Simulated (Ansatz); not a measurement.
Geometry optimisation, RKS PBE/def2-SVP (Ansatz 0.2.0).

The input (input.yaml):

```yaml
crystal:
  periodic: [false, false, false]
  atoms:
    - { symbol: B, position_ang: [-0.023698, -0.582668, -0.237757] }
    - { symbol: H, position_ang: [-0.337112, 0.431538, 1.916707] }
    - { symbol: H, position_ang: [1.059309, -0.044867, -0.292905] }
    - { symbol: Cl, position_ang: [-1.449872, 0.215787, -0.922623] }
    - { symbol: "N", position_ang: [-0.151654, -1.935073, 0.322109] }
    - { symbol: H, position_ang: [-1.03476, -2.445085, 0.340256] }
    - { symbol: H, position_ang: [0.657818, -2.458437, 0.654666] }
    - { symbol: H, position_ang: [-0.268131, -0.286293, 1.881847] }
basis:
  gaussian: { orbitals: def2-SVP }
hamiltonian:
  xc: pbe
relax:
  f_tol: 0.03
  max_steps: 50
```

Run as:

```bash
$ ansatz run input.yaml --threads 1 --pin off --max-ram 2048MiB --backend cpu --events-out ev --progress --plain --runs-dir out
```

**Question.** Where does it end, and by what steps?

**Answer.** The forces met the threshold. The force dipped under the threshold on the way, but the program's further checks kept it going. After 21 steps the energy has fallen by 0.393 eV; H2 moved furthest, 1.42 Å.

```json
{"step": "0", "energy less start (eV)": "0.0000", "largest force component (eV/Å)": "2.333", "accepted": "yes"}
{"step": "1", "energy less start (eV)": "-0.2405", "largest force component (eV/Å)": "0.929", "accepted": "yes"}
{"step": "2", "energy less start (eV)": "-0.3153", "largest force component (eV/Å)": "0.329", "accepted": "yes"}
{"step": "3", "energy less start (eV)": "-0.3509", "largest force component (eV/Å)": "0.145", "accepted": "yes"}
{"step": "4", "energy less start (eV)": "-0.3616", "largest force component (eV/Å)": "0.117", "accepted": "yes"}
{"step": "5", "energy less start (eV)": "-0.3647", "largest force component (eV/Å)": "0.140", "accepted": "yes"}
{"step": "6", "energy less start (eV)": "-0.3663", "largest force component (eV/Å)": "0.072", "accepted": "yes"}
{"step": "7", "energy less start (eV)": "-0.3675", "largest force component (eV/Å)": "0.092", "accepted": "yes"}
{"step": "8", "energy less start (eV)": "-0.3674", "largest force component (eV/Å)": "0.441", "accepted": "no"}
{"step": "9", "energy less start (eV)": "-0.3709", "largest force component (eV/Å)": "0.062", "accepted": "yes"}
{"step": "10", "energy less start (eV)": "-0.3698", "largest force component (eV/Å)": "0.466", "accepted": "no"}
{"step": "11", "energy less start (eV)": "-0.3714", "largest force component (eV/Å)": "0.149", "accepted": "yes"}
{"step": "12", "energy less start (eV)": "-0.3737", "largest force component (eV/Å)": "0.159", "accepted": "yes"}
{"step": "13", "energy less start (eV)": "-0.3779", "largest force component (eV/Å)": "0.065", "accepted": "yes"}
{"step": "14", "energy less start (eV)": "-0.3812", "largest force component (eV/Å)": "0.177", "accepted": "yes"}
{"step": "15", "energy less start (eV)": "-0.3827", "largest force component (eV/Å)": "0.318", "accepted": "yes"}
{"step": "16", "energy less start (eV)": "-0.3847", "largest force component (eV/Å)": "0.266", "accepted": "yes"}
{"step": "17", "energy less start (eV)": "-0.3892", "largest force component (eV/Å)": "0.105", "accepted": "yes"}
{"step": "18", "energy less start (eV)": "-0.3907", "largest force component (eV/Å)": "0.027", "accepted": "yes"}
{"step": "19", "energy less start (eV)": "-0.3917", "largest force component (eV/Å)": "0.141", "accepted": "yes"}
{"step": "20", "energy less start (eV)": "-0.3921", "largest force component (eV/Å)": "0.096", "accepted": "yes"}
{"step": "21", "energy less start (eV)": "-0.3931", "largest force component (eV/Å)": "0.027", "accepted": "yes"}
```

```xyz
8
Properties=species:S:1:pos:R:3
B 0.020 -0.796 -0.848
H -0.321 0.123 3.307
H 1.126 -0.379 -1.117
Cl -1.355 -0.332 -1.876
N -0.182 -1.635 0.251
H -1.097 -2.010 0.508
H 0.583 -1.938 0.854
H -0.323 -0.139 2.584
```

Whether the end is a true minimum wasn't checked by a vibrational analysis.

Run time: 51 s on 1 thread of AMD EPYC 7R43 64-Core Processor (Zen 3), with other jobs on the host, peak memory 0.14 GiB.
